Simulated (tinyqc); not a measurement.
CIS on RHF in the sto-3g basis, frozen core, for H2O, spin multiplicity 1, step by step. One step of it, computed by the program tinyqc.

Task: CIS matrix, triplets. A(ia,jb) = (e_a - e_i) d_ij d_ab - (ij|ab).

orbital energies (hartree): MO1 -20.227586, MO2 -1.247934, MO3 -0.620467, MO4 -0.424882, MO5 -0.381336, MO6 0.550940, MO7 0.765032

Two-electron integrals over orbitals (pq|rs), unique and non-zero (hartree); the lowest 1 orbital is frozen and left out:
```
(22|22) 0.724697    (32|22) 0.014870    (32|32) 0.142829    (33|22) 0.635617
(33|32) -0.008471   (33|33) 0.625212    (42|22) -0.000824   (42|32) 0.002520
(42|33) 0.005844    (42|42) 0.126236    (43|22) 0.011300    (43|32) 0.021817
(43|33) 0.004390    (43|42) -0.011741   (43|43) 0.047681    (44|22) 0.681023
(44|32) -0.009711   (44|33) 0.595782    (44|42) -0.103425   (44|43) 0.016791
(44|44) 0.784484    (52|52) 0.145508    (53|52) -0.006956   (53|53) 0.028659
(54|52) -0.043387   (54|53) 0.003983    (54|54) 0.053688    (55|22) 0.748226
(55|32) -0.004857   (55|33) 0.622879    (55|42) -0.065634   (55|43) 0.016205
(55|44) 0.730566    (55|55) 0.880159    (62|22) -0.130542   (62|32) 0.016946
(62|33) -0.067917   (62|42) -0.024889   (62|43) -0.008013   (62|44) -0.086019
(62|55) -0.148929   (62|62) 0.094557    (63|22) 0.049030    (63|32) 0.042401
(63|33) 0.026037    (63|42) -0.016476   (63|43) 0.032694    (63|44) 0.039965
(63|55) 0.056187    (63|62) -0.025819   (63|63) 0.084301    (64|22) -0.099879
(64|32) -0.017826   (64|33) -0.040335   (64|42) 0.022370    (64|43) -0.008769
(64|44) -0.115385   (64|55) -0.114517   (64|62) 0.058026    (64|63) -0.035951
(64|64) 0.070041    (65|52) -0.057288   (65|53) 0.008979    (65|54) 0.000447
(65|65) 0.037149    (66|22) 0.593901    (66|32) -0.044370   (66|33) 0.567096
(66|42) 0.055579    (66|43) -0.024604   (66|44) 0.546981    (66|55) 0.578339
(66|62) -0.084562   (66|63) -0.018487   (66|64) -0.033715   (66|66) 0.607918
(72|22) -0.046250   (72|32) -0.040556   (72|33) -0.015921   (72|42) 0.002416
(72|43) 0.028324    (72|44) -0.035942   (72|55) -0.050915   (72|62) 0.012794
(72|63) 0.025880    (72|64) 0.021872    (72|66) -0.026992   (72|72) 0.068239
(73|22) -0.138536   (73|32) 0.021697    (73|33) -0.089422   (73|42) 0.066949
(73|43) -0.004845   (73|44) -0.158603   (73|55) -0.184870   (73|62) 0.069580
(73|63) -0.020469   (73|64) 0.067356    (73|66) -0.047800   (73|72) 0.031347
(73|73) 0.143475    (74|22) -0.006959   (74|32) 0.069440    (74|33) -0.012213
(74|42) -0.002973   (74|43) -0.003316   (74|44) -0.017186   (74|55) -0.014855
(74|62) 0.018359    (74|63) 0.038772    (74|64) -0.007027   (74|66) -0.033782
(74|72) -0.012582   (74|73) 0.023194    (74|74) 0.061449    (75|52) -0.018342
(75|53) -0.022155   (75|54) 0.002379    (75|65) 0.003745    (75|75) 0.026328
(76|22) 0.006998    (76|32) 0.088493    (76|33) -0.013748   (76|42) 0.016967
(76|43) 0.041484    (76|44) -0.019191   (76|55) -0.007651   (76|62) -0.003085
(76|63) 0.057451    (76|64) -0.017498   (76|66) -0.043745   (76|72) 0.006016
(76|73) 0.030274    (76|74) 0.045367    (76|76) 0.096601    (77|22) 0.630224
(77|32) 0.052694    (77|33) 0.601805    (77|42) -0.013857   (77|43) 0.027884
(77|44) 0.605214    (77|55) 0.627946    (77|62) -0.065168   (77|63) 0.062543
(77|64) -0.053960   (77|66) 0.535943    (77|72) -0.021815   (77|73) -0.085196
(77|74) 0.022517    (77|76) 0.040152    (77|77) 0.644754
```

Give: CIS matrix A, triplet.

Result:

CIS matrix A, triplet (hartree), lower triangle:
```
         2>6      2>7      3>6      3>7     4>6     4>7     5>6     5>7
2>6   1.2050
2>7  -0.0070   1.3827
3>6   0.0444  -0.0885   0.6043
3>7  -0.0885  -0.0527   0.0137   0.7837
4>6  -0.0556  -0.0170   0.0246  -0.0415  0.4288
4>7  -0.0170   0.0139  -0.0415  -0.0279  0.0192  0.5847
5>6   0.0000   0.0000   0.0000   0.0000  0.0000  0.0000  0.3539
5>7   0.0000   0.0000   0.0000   0.0000  0.0000  0.0000  0.0077  0.5184
```
